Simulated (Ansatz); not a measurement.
# B₂NH₅: one species, many methods

How much do the methods differ for B₂NH₅? The plan is to run it at one geometry with functionals of several rungs and with coupled cluster. The yardstick is the atomisation energy at the CCSD(T) limit.

Computed with Ansatz 0.2.0, Gaussian basis. Level: functionals in def2-TZVPP, the program's frozen cores in correlated methods.

Plan: LDA (SPW92), PBE-D4, revPBE-D4, BLYP-D4, r2SCAN-D4, B97M-V, PBE0-D4, B3LYP-D4, r2SCANh-D4, r2SCAN0-D4, HSE06-D4, BHLYP-D4, CAM-B3LYP-D4, LC-ωPBE, ωB97X-V, ωB97M-V, B2PLYP, PBE-QIDH; CCSD(T)/def2-SVP; CCSD(T)/def2-TZVPP; MP2/def2-QZVPP; extrapolation to the limit; RPA on PBE.

**1. The relaxed structure**

All runs share one geometry, relaxed beforehand with PBE0-D4 in a triple-zeta def2 set.

SMILES `BBN`, 8 atoms, charge 0, spin multiplicity 1.

Atoms are counted from 1 here; the program's logs count them from 0.

Bond lengths: B1–B2 1.664 Å, B1–H4 1.201 Å, B1–H5 1.201 Å, B2–N3 1.391 Å, B2–H6 1.210 Å, N3–H7 1.006 Å, N3–H8 1.005 Å. Angles: B2–B1–H4 122.2°, B2–B1–H5 122.2°, H4–B1–H5 115.3°, B1–B2–N3 129.0°, B1–B2–H6 114.9°, N3–B2–H6 116.1°, B2–N3–H7 122.8°, B2–N3–H8 124.0°, H7–N3–H8 113.1°.

**2. LDA**

This LDA is Slater exchange with PW92 correlation.

in.yaml reads:

```yaml
crystal:
  periodic: [false, false, false]
  atoms:
    - {symbol: B, position_ang: [-0.976598, 0.621552, -0.787242]}
    - {symbol: B, position_ang: [0.368185, 0.270682, 0.127282]}
    - {symbol: N, position_ang: [0.742642, -0.937158, 0.706065]}
    - {symbol: H, position_ang: [-0.968130, 0.562038, -1.986741]}
    - {symbol: H, position_ang: [-1.985868, 1.054416, -0.301026]}
    - {symbol: H, position_ang: [1.118642, 1.203067, 0.308266]}
    - {symbol: H, position_ang: [1.584201, -1.045497, 1.245921]}
    - {symbol: H, position_ang: [0.209127, -1.786200, 0.631775]}
basis:
  gaussian: {orbitals: def2-TZVPP}
hamiltonian: {xc: lda}
output: {orbitals: {seedname: orbitals}}
```

On the command line:

```bash
ansatz run in.yaml --threads 2 --pin off --events-out ev --progress --plain --max-ram 4352MiB
```

The runs that follow: PBE-D4 (GGA); revPBE-D4 (GGA); BLYP-D4 (GGA); r2SCAN-D4 (meta-GGA); B97M-V (meta-GGA); B3LYP-D4 (hybrid); r2SCANh-D4 (hybrid); r2SCAN0-D4 (hybrid); HSE06-D4 (hybrid); BHLYP-D4 (hybrid); CAM-B3LYP-D4 (range-separated); LC-ωPBE (range-separated); ωB97X-V (range-separated); ωB97M-V (range-separated); B2PLYP (double hybrid); PBE-QIDH (double hybrid); CCSD(T) in def2-SVP; CCSD(T) in def2-TZVPP; MP2 in def2-QZVPP; RPA on PBE orbitals.

Q: Predict the results of all the runs planned. Wanted: atomisation energy, CCSD(T)/CBS; farthest beyond LDA; mean size of error, GGA; mean size of error, meta-GGA; mean size of error, hybrid; mean size of error, range-separated; mean size of error, double hybrid; gap, smallest and largest; T1 diagnostic.

As calculated:

```
                               quantity                                              value
        atomisation energy, CCSD(T)/CBS                                          28.725 eV
    functionals within 0.144 eV (0.5 %)  revPBE-D4, r2SCAN0-D4, BHLYP-D4, B2PLYP, PBE-QIDH
                    farthest beyond LDA                                 PBE-D4 (+0.702 eV)
                mean size of error, GGA                                           0.386 eV
           mean size of error, meta-GGA                                           0.367 eV
             mean size of error, hybrid                                           0.251 eV
    mean size of error, range-separated                                           0.399 eV
      mean size of error, double hybrid                                           0.065 eV
              gap, smallest and largest          3.76 eV (LDA (SPW92)), 11.48 eV (LC-ωPBE)
                          T1 diagnostic                                             0.0125
triples share of the correlation energy                                              3.4 %
```

In words: LDA overbinds by 3.879 eV (14 %). PBE-D4 misses by +0.702 eV. Double hybrids carry the basis error of their MP2 part in triple zeta, and no dispersion term here, so their miss is partly the set-up's. By mean error the best rung here is double hybrid (0.065 eV) and the worst beyond LDA is range-separated (0.399 eV). Misses under about 0.144 eV are within the doubt on the reference itself, which lacks core-valence correlation, relativity and higher excitations. Hartree-Fock recovers 76 % of the binding; the rest is correlation. CCSD(T) in def2-SVP is off by -1.342 eV, so the small basis spoils what the method gains. Orbital gaps span 3.8 to 11.5 eV; exact exchange widens them.
